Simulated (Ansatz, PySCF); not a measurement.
Reaction: C2H6S (SMILES CCS) → C2H5 (SMILES [CH2]C, doublet) + HS (SMILES [SH], doublet) (the C-S bond breaks)
Each species at its own B3LYP-D3(BJ)/def2-TZVP minimum (Ansatz, a first-principles code), one conformer.

Total energies in hartree (Ansatz). Open shells are spin-unrestricted; no spin-orbit coupling. Correlated methods leave the cores frozen. No relativity.

```tsv
species	HF/cc-pV(T+d)Z	CCSD(T)/cc-pV(T+d)Z	HF/cc-pV(Q+d)Z	CCSD(T)/cc-pV(Q+d)Z	CCSD(T)/cc-pV(D+d)Z	CCSDT(Q)/cc-pV(D+d)Z
1: C2H6S (ethanethiol, SMILES SCC)	-476.80680	-477.41208	-476.81570	-477.45475	-477.26037	-477.26211
2: C2H5 (SMILES [CH2]C, doublet)	-78.62785	-79.00245	-78.63306	-79.02569	-78.91562	-78.91668
3: HS (SMILES [SH], doublet)	-398.10608	-398.28901	-398.10985	-398.30558	-398.22993	-398.23055
```

Task: Work out the bond dissociation energy (enthalpy at 298 K, ideal-gas terms from PySCF's Hessians at B3LYP-D3(BJ)/def2-TZVP) in kJ/mol: take Hartree-Fock from cc-pV(Q+d)Z, extrapolate the CCSD(T) correlation energy as X^-3 (X = 3, 4), and add CCSDT(Q) - CCSD(T) in cc-pV(D+d)Z. The further terms named in the bracket sum to -0.00691 hartree. 1 hartree = 2625.5 kJ/mol.

Result: 
Species 1: correlation (64·(-0.63905) - 27·(-0.60528))/37 = -0.66369; step -0.00174; E1 = -476.81570 + (-0.66369) + (-0.00174) = -477.48113
Species 2: correlation (64·(-0.39263) - 27·(-0.37460))/37 = -0.40579; step -0.00106; E2 = -78.63306 + (-0.40579) + (-0.00106) = -79.03991
Species 3: correlation (64·(-0.19573) - 27·(-0.18293))/37 = -0.20507; step -0.00062; E3 = -398.10985 + (-0.20507) + (-0.00062) = -398.31554
-1·E1 +1·E2 +1·E3 -0.00691 = 0.11877 hartree = 311.8 kJ/mol. From measured enthalpies of formation at 298 K: 74.2 kcal/mol (G2/97 table in ASE (Curtiss et al.)). The calculations leave out spin-orbit terms. The composite differs from it by +1.4 kJ/mol; core, relativistic and spin-orbit terms are not in it.
